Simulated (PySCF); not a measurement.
## Potential energy of S2 along the bond

Set-up: basis S def2-TZVP; no relativity; PySCF 2.14. Energies in eV from S + S in their ground configurations at the same level. State: ³Σg⁻ (triplet), unpaired electrons π ↑↑.

All columns are PBE0.

| R (Å) | E (eV) | HOMO (eV) | LUMO (eV) | Mayer bond order | ⟨S²⟩ |
| --- | --- | --- | --- | --- | --- |
| 1.625 | -2.830 | -6.17 | -2.55 | 2.20 | 2.01 |
| 1.700 | -3.833 | -6.45 | -2.85 | 2.15 | 2.01 |
| 1.776 | -4.381 | -6.71 | -3.13 | 2.12 | 2.01 |
| 1.832 | -4.573 | -6.89 | -3.33 | 2.10 | 2.01 |
| 1.889 | -4.626 | -7.06 | -3.52 | 2.09 | 2.01 |
| 1.946 | -4.573 | -7.22 | -3.69 | 2.07 | 2.01 |
| 2.021 | -4.381 | -7.42 | -3.92 | 2.06 | 2.01 |
| 2.116 | -4.010 | -7.65 | -4.17 | 2.05 | 2.01 |
| 2.229 | -3.453 | -7.88 | -4.44 | 2.04 | 2.01 |
| 2.380 | -2.634 | -7.97 | -4.75 | 2.02 | 2.01 |

The state is the lowest determinant that a PBE0 search found; another state may lie lower at other levels.
